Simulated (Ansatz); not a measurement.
Reaction: C3H6 (prop-1-ene, SMILES C=CC) → C2H3 (SMILES [CH]=C, doublet) + CH3 (SMILES [CH3], doublet) (the C-C bond breaks)
Each species at its own B3LYP-D3(BJ)/def2-TZVP minimum (Ansatz, a first-principles code).

Total energies in hartree (Ansatz). Radicals and triplets start from unrestricted determinants; spin-orbit coupling is neglected. Cores are frozen in correlated methods. No relativity. The UHF reference of C2H3 ([CH]=C, doublet) is spin-contaminated (<S^2> up to 0.19 over the pure value in the sets run).

```csv
species,HF/cc-pVTZ,CCSD(T)/cc-pVTZ,HF/cc-pVQZ,CCSD(T)/cc-pVQZ,CCSD(T)/cc-pVDZ,CCSDT(Q)/cc-pVDZ
1: C3H6 (SMILES CC=C),-117.11649,-117.68229,-117.12419,-117.71699,-117.55627,-117.55799
"2: C2H3 (SMILES [CH]=C, doublet)",-77.41972,-77.75200,-77.42479,-77.77372,-77.67385,-77.67568
"3: CH3 (SMILES [CH3], doublet)",-39.57748,-39.76098,-39.58026,-39.77245,-39.71583,-39.71634
```

Q: Work out the bond dissociation energy (electronic) in kJ/mol: take Hartree-Fock from cc-pVQZ, extrapolate the CCSD(T) correlation energy as X^-3 (X = 3, 4), and add CCSDT(Q) - CCSD(T) in cc-pVDZ. 1 hartree = 2625.5 kJ/mol.

A: 
Species 1: correlation (64·(-0.59280) - 27·(-0.56580))/37 = -0.61250; step -0.00172; E1 = -117.12419 + (-0.61250) + (-0.00172) = -117.73841
Species 2: correlation (64·(-0.34893) - 27·(-0.33228))/37 = -0.36108; step -0.00183; E2 = -77.42479 + (-0.36108) + (-0.00183) = -77.78770
Species 3: correlation (64·(-0.19219) - 27·(-0.18350))/37 = -0.19853; step -0.00051; E3 = -39.58026 + (-0.19853) + (-0.00051) = -39.77930
-1·E1 +1·E2 +1·E3 = 0.17141 hartree = 450.0 kJ/mol.
